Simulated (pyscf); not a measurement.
**Routes from `[FH]` + `[OH][Ti]([F])([F])[F]`**

Candidate steps break at most two bonds and form at most two. Each was searched with GFN2-xTB (tblite) first. Single points on ωB97X-D3(BJ)/def2-SVP structures (PySCF, gas phase). Energies: ωB97M-D3(BJ)/def2-TZVP, kJ/mol, from the separated reactants, singlet surface; ΔG‡ with ideal gas, 1 atm, RRHO with modes under 100 cm⁻¹ raised to 100, one conformer, R ln 2 for chiral ones without a mode under 150 cm⁻¹.

```tsv
products	type	ΔE‡	ΔE	ΔG‡ 298 K	ΔG‡ 900 K	ν‡ (cm⁻¹)
F–Ti(F)(F)–F + H₂O	four-centre exchange	-3.4	-40.6	42.3	142.7	710i
HO–Ti(F)(F)–F + HF	four-centre exchange	22.3	0.0	67.4	167.3	389i
```

Row 1: On the reactant side the descent ends in an adduct with a F–Ti contact, 28.6 kJ/mol under the separated species and 22.3 kJ/mol under the saddle at ωB97X-D3(BJ)/def2-TZVP. On the product side the descent ends in an adduct with a O–Ti contact (not fully relaxed), 60.4 kJ/mol under the separated species and 93.9 kJ/mol under the saddle at ωB97X-D3(BJ)/def2-TZVP. Row 2: On the reactant side the descent ends in a complex, 22.9 kJ/mol under the separated species and 43.1 kJ/mol under the saddle at ωB97X-D3(BJ)/def2-TZVP. On the product side the descent ends in a complex, 26.6 kJ/mol under the separated species and 46.8 kJ/mol under the saddle at ωB97X-D3(BJ)/def2-TZVP. 

Plain bond fissions and candidates not yet searched are not listed, and one of them may be faster. Each barrier is that of the saddle found; lower ones may exist.
